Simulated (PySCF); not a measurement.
## The S–F bond energy of SF₃⁺

These are results of PBE0 in PySCF with S def2-TZVP, F def2-TZVP; no relativity; density-fitted integrals, not measurements.

Each entry is the lowest minimum that a search over a few typed start shapes (and spin states, where more than one is plausible) found, or that minimum re-optimised at the stated level; isomers with ligand–ligand bonds, or fragments after loss of a ligand pair, can lie lower.

Total energies (Eh), which compare only within these settings: F atom -99.67618.

```csv
species,2S+1,group,E (Eh),ZPE (kJ/mol)
SF₂⁺,2,C2v,-597.24026,14.6
SF₃⁺,1,C3v,-697.06939,25.8
```

What are De and D0 for SF₃⁺ → SF₂⁺ + F?

De = [(-597.24026) + (-99.67618) − (-697.06939)] × 2625.5 = 402 kJ/mol. The zero-point energy changes by -11.2 kJ/mol, so D0 = 390 kJ/mol.

Atoms and open shells are unrestricted, without spin–orbit or basis-set superposition corrections.
